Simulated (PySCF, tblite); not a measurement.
Complex of boron trifluoride and hydrogen cyanide

A gas-phase complex of boron trifluoride and hydrogen cyanide; neutral, singlet. The structure comes from a short search (6 tight-binding starts) and was relaxed by PBE0-D3(BJ)/def2-SVPD; another way of binding may lie lower. Frequencies by PBE0-D3(BJ)/def2-SVPD show no clear imaginary mode.

Parts: 1 = boron trifluoride (FB(F)F), atoms 1–4; 2 = hydrogen cyanide (C#N), atoms 5–7.

| atom | part | x (Å) | y (Å) | z (Å) |
| --- | --- | --- | --- | --- |
| F1 | 1 | 0.072 | 0.052 | 1.132 |
| B2 | 1 | -0.255 | -0.220 | -0.151 |
| F3 | 1 | -0.114 | -1.505 | -0.543 |
| F4 | 1 | 0.071 | 0.722 | -1.063 |
| C5 | 2 | -3.175 | 0.032 | -0.068 |
| N6 | 2 | -2.035 | -0.062 | -0.099 |
| H7 | 2 | -4.250 | 0.121 | -0.038 |

Contacts between parts, classed by geometry: B2···N6 1.788 Å (partial bond).

Deforming the relaxed parts to their shape here costs 13.6 kcal/mol, which the interaction energies leave out.

Interaction energies are complex less parts, with the parts frozen as they stand in it; counterpoise-corrected, in kcal/mol (PySCF). The CCSD(T) estimate is Hartree-Fock/aug-cc-pVQZ, plus the MP2 correlation part extrapolated as X⁻³ from aug-cc-pVTZ and aug-cc-pVQZ, plus CCSD(T) less MP2 in aug-cc-pVDZ; noble-gas cores are frozen. It isn't the exact limit.

(1) How strongly do the parts interact, level by level?

(2) What holds them together? Decompose the wB97M-D3(BJ)/def2-TZVPD energy: frozen parts, their antisymmetrised product, then relaxation.

The parts were also relaxed and run alone, at the levels used for the complex: shieldings by PBE0/pcSseg-2; core levels by delta-SCF with SCAN, pcX-2 on the ionised atom and pcseg-1 elsewhere, spin-free X2C.

(3) How do these values change when the complex forms?

(4) What are the binding energy from relaxed parts (wB97M-D3(BJ)/def2-TZVPD), and ΔH and ΔG of association at 298.15 K and 1 atm?

## Answers

(1) 
```csv
level,interaction,superposition error removed
Hartree-Fock/aug-cc-pVQZ,-15.11,-
wB97M-D3(BJ)/def2-TZVPD,-16.33,-0.25
PBE0-D3(BJ)/def2-TZVPD,-18.80,-0.25
MP2/aug-cc-pVQZ,-18.37,-0.89
"CCSD(T), estimated basis limit",-18.12,-
```

(2) electrostatic -49.0, Pauli repulsion +77.4, orbital relaxation -43.4, dispersion correction -1.5 kcal/mol, which sum to the value before the counterpoise correction; the Pauli term holds the exchange-correlation of the frozen density too. Of the attraction, 52 % is electrostatic, 46 % is orbital relaxation, 2 % is dispersion correction.

(3) 
```tsv
property	alone	in the complex	change
shielding of B2 (ppm)	88.9	98.6	+9.7
shielding of N6 (ppm)	-49.0	11.2	+60.2
F1 1s core level (eV)	694.72	692.47	-2.26
B2 1s core level (eV)	202.41	200.49	-1.91
N6 1s core level (eV)	406.66	408.53	+1.87
```

The core-hole state of N6 is spin-contaminated (⟨S²⟩ 0.84 against 0.75 for a pure doublet), so that value and differences from it are less sure.

(4) -2.72 kcal/mol, -1.56 with zero-point energy; ΔH -1.9 and ΔG +7.6 kcal/mol, from harmonic vibrations by PBE0-D3(BJ)/def2-SVPD with low modes damped.

The 6 runs behind this took 9.3 min in all, one thread each of AMD EPYC 9R45 96-Core on a shared host, launched as `OMP_NUM_THREADS=1 python cluster_run.py task.json out`.
